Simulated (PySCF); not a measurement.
tetrafluoromethane (CF₄), SMILES FC(F)(F)F.

Geometry: B3LYP-D3(BJ)/def2-SVP.

All values below come from B3LYP-D3(BJ)/def2-SVP (PySCF 2.14.0).

No scaling factor is applied to the harmonic values.

Modes within 1.5 cm⁻¹ of each other (mostly degenerate sets) share a row, with their intensities summed.

### Question
Give all harmonic wavenumbers and intensities. (Estimate from the structure and the level; the computed values follow.)

### Answer

| mode | ν (cm⁻¹) | IR (km/mol) | Raman (Å⁴/amu) | depolarisation | moving atoms (share of kinetic energy) |
|---|---|---|---|---|---|
| 1–2 | 437 | 0.0 | 1.4 | 0.75 | F 100 % |
| 3–5 | 630 | 14.8 | 3.8 | 0.75 | F 93 % |
| 6 | 918 | 0.0 | 4.9 | 0.00 | F 100 % |
| 7–9 | 1305 | 1304.1 | 0.9 | 0.75 | C 79 %, F 21 % |
